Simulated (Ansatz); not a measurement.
# AlSiCl (triplet): the correlation ladder, def2-QZVPP

An exercise on one series of results from a longer session: the logs are not shown, and one member is left open.

The runs use Ansatz 0.2.0, Gaussian basis; def2-QZVPP, core rule «outside noble gas», up to 15 orbitals frozen.

To be run: UHF; ROHF; CCSD(T) on UHF.

2 further runs of the same task are left out: 2 set aside as unsound or not needed.

### The geometry

The geometry is a PBE0/def2-TZVP stationary point (not a proven minimum) of the parent state, kept for this charge and spin.

3 atoms, charge 0, spin multiplicity 3.

Atoms are counted from 1 here; the program's logs count them from 0.

Bond lengths: Cl1–Al2 2.097 Å, Al2–Si3 2.363 Å. Angles: Cl1–Al2–Si3 180.0°.

Set-up of the first run:

Input file in.yaml:

```yaml
crystal:
  periodic: [false, false, false]
  atoms:
    - {symbol: Cl, position_ang: [0.000000, 0.000000, -2.185400]}
    - {symbol: Al, position_ang: [0.000000, 0.000000, -0.088700]}
    - {symbol: Si, position_ang: [0.000000, 0.000000, 2.274100]}
basis:
  gaussian: {orbitals: "def2-QZVPP.json"}
magnetization: {spin_polarized: true, initial_magnetization: 2}
hamiltonian: {xc: hf}
output: {orbitals: {seedname: orbitals}}
```

Command:

```sh
$ ansatz run in.yaml --threads 1 --pin off --events-out ev --progress --plain --max-ram 2393MiB
```

Steps of the session up to this table: UHF; ROHF; CCSD(T) on UHF.

One of the session's tables, all rows but one given; the rest of the session is left out.

It belongs to the step «Misses and costs». 

| method | from UCCSD(T) (meV) |
| --- | --- |
| ROHF | +11173.6 |
| UHF | +11036.1 |
| UMP2 | +1514.0 |
| UCCSD | ? |
| UCCSD(T) | 0 |

Estimate the missing values for UCCSD.

**Answer.** from UCCSD(T) (meV): +582.5. In the column «from UCCSD(T) (meV)» it lies between UCCSD(T) (0) and UMP2 (+1514.0).
